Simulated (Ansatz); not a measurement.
Geometry optimisation, RKS PBE0/def2-SVP (Ansatz 0.2.0).

input.yaml

```yaml
crystal:
  periodic: [false, false, false]
  atoms:
    - { symbol: Al, position_ang: [0.025797, 0.403752, -0.141415] }
    - { symbol: F, position_ang: [-0.164659, 0.333255, 1.535582] }
    - { symbol: H, position_ang: [1.484445, 0.688378, -0.677277] }
    - { symbol: H, position_ang: [-1.303145, 0.394265, -0.99456] }
    - { symbol: "N", position_ang: [0.114926, -2.472605, 0.99764] }
    - { symbol: H, position_ang: [-0.655006, -3.137993, 0.973246] }
    - { symbol: H, position_ang: [0.957025, -2.98081, 1.260553] }
    - { symbol: H, position_ang: [-0.082284, -1.780741, 1.748131] }
basis:
  gaussian: { orbitals: def2-SVP }
hamiltonian:
  xc: pbe0
relax:
  f_tol: 0.03
  max_steps: 50
output:
  orbitals: {}
```

Command:

```bash
$ ansatz run input.yaml --threads 1 --pin off --max-ram 2048MiB --backend cpu --events-out ev --progress --plain --runs-dir out
```

Task: Where does it end, and by what steps?

Result: The forces met the threshold. After 8 steps the energy has fallen by 1.018 eV; H7 moved furthest, 0.68 Å. Joined: Al1–N5 (3.09 → 2.06 Å).

```
step  energy less start (eV)  largest force component (eV/Å)  accepted
   0                  0.0000                           1.074       yes
   1                 -0.2026                           0.864       yes
   2                 -0.5228                           1.305       yes
   3                 -0.8437                           0.730       yes
   4                 -0.9440                           0.963       yes
   5                 -1.0057                           0.391       yes
   6                 -1.0109                           0.393       yes
   7                 -1.0173                           0.054       yes
   8                 -1.0175                           0.026       yes
```

```xyz
8
Properties=species:S:1:pos:R:3
Al 0.024 -0.097 0.135
F -0.221 0.606 1.661
H 1.495 0.077 -0.466
H -1.268 -0.154 -0.802
N 0.085 -2.010 0.910
H -0.638 -2.633 0.548
H 0.988 -2.475 0.808
H -0.088 -1.868 1.908
```

Whether the end is a true minimum wasn't checked by a vibrational analysis.

Run time: 12 s on 1 thread of Intel(R) Xeon(R) 6975P-C (Granite Rapids), with other jobs on the host, peak memory 0.16 GiB.
